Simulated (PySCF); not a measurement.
# Four-centre ligand exchange

Start structure (SiH$_{5}$OF, closed shell), relaxed at PBE0-D4/def2-TZVP:

```xyz
8
angstrom
Si -0.3390 0.5737 0.4835
F 0.0739 -0.9695 0.5052
H -0.5230 0.9802 -0.9213
H -1.5704 0.6752 1.3012
O 0.8589 1.5036 1.0792
H 0.4126 -2.0310 -1.9260
H 0.4208 -2.1023 -2.6692
H 1.0411 1.4845 2.0194
```

The step: SiH₃OF ([OH][SiH2][F]) + H₂ → SiH₄O ([OH][SiH3]) + HF; bonds formed: Si1–H7, F2–H6; bonds broken: Si1–F2, H6–H7. Program: PySCF 2.14 with density fitting (its default auxiliary sets; JK sets also for MP2 and CCSD(T)). Basis: def2-TZVPP and def2-QZVPP. Cores are frozen in the correlated methods. Extrapolation: Hartree–Fock as exp(−7.88 √X), correlation as X^−2.97. Energies below are by CCSD(T) at an estimated basis limit (MP2 extrapolated from triple and quadruple zeta, plus CCSD(T) − MP2 in triple zeta).

Task: What are the electronic barrier and the energy of the step, from the start structure to the end structure? (Judge from chemistry; the value comes from the calculation.)

Result: By the calculation: Barrier 60.45 kcal/mol; step energy 29.66 kcal/mol (uphill); reverse barrier, their difference, 30.79 kcal/mol. Barrier and step energy count from the start structure, the reverse barrier from the end structure.

The saddle point: One imaginary mode of 1045i cm⁻¹.
| pair | start (Å) | saddle (Å) | end (Å) |
| --- | --- | --- | --- |
| Si1–H7 | 4.20 | 1.70 | 1.50 |
| F2–H6 | 2.67 | 1.21 | 0.93 |
| Si1–F2 | 1.60 | 1.99 | 3.25 |
| H6–H7 | 0.75 | 0.97 | 1.85 |

Zero-point energy (harmonic, PBE0-D4): ZPE is 28.60 kcal/mol at the start and 30.74 kcal/mol at the saddle, so the barrier goes from 60.45 to 62.59 kcal/mol.

T1 diagnostic: at most 0.013.

Labels in which every atom is bracketed show which atoms are joined, not bond orders.

For scale, one of the runs: CCSD(T)/def2-TZVPP, 174 basis functions, launched by `OMP_NUM_THREADS=4 python run.py`. The run took 70 s on 4 CPU threads of an Intel Xeon 6975P-C (shared host), with 1.6 GiB of host memory at its peak.
